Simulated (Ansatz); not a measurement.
Reaction (SMILES): C(C(Cl)Cl)(Cl)Cl + 4 C (CH4) → CC (C2H6) + 4 CCl (CH3Cl) [chloromethane]

Wanted: bond separation energy (enthalpy at 298 K), in kcal/mol. Conventions: non-relativistic; LANL2DZ with its own core potentials from Na on; valence correlation only; 6-31G* and kin with 6d, 5d where marked; spin-orbit terms left out; 6-311+G** with 5d, 6d on Na to Ar in Ansatz (a first-principles code). Basis-set limits of correlation are two-point, X^-3; Hartree-Fock from the larger set. The bracket is a focal-point correction in the basis named. Ab initio and DFT rows: single points at B3LYP-D3(BJ) geometries (Ansatz), with unscaled harmonic terms from B3LYP/6-31G* (Ansatz) at its own minima.

Measured values: Active Thermochemical Tables 1.112 (ions: stationary electron), as tabulated in the package chemicals; CRC Handbook, as tabulated in the package chemicals; they hold spin-orbit and core effects, anharmonicity and other conformers. 

Value to compare with, the measured value: 7.9 kcal/mol.

| level | program | bond separation energy (enthalpy at 298 K) (kcal/mol) | error |
|---|---|---|---|
| HF/STO-3G | Ansatz | -9.1 | -17.0 |
| HF/3-21G | Ansatz | -5.9 | -13.8 |
| HF/LANL2DZ | Ansatz | -12.1 | -20.0 |
| HF/6-31G* | Ansatz | -7.8 | -15.7 |
| HF/6-311+G** | Ansatz | -6.8 | -14.7 |
| RI-MP2/CBS(cc-pV(T+d)Z,cc-pV(Q+d)Z)+[CCSD(T)-MP2]/cc-pV(T+d)Z | Ansatz | 8.4 | 0.5 |

Among the 5 habitual levels, HF/LANL2DZ lies farthest from the measured value (-20.0 kcal/mol) and HF/3-21G nearest (-13.8); 0 of 5 lie above it, and their mean absolute error is 16.2 kcal/mol, the median 15.7. One case shows no general order.

The sets are all those run for this method; left out are runs that failed, that the program found above a lower state of the same kind, or whose <S^2> lies over 0.5 above the pure value.
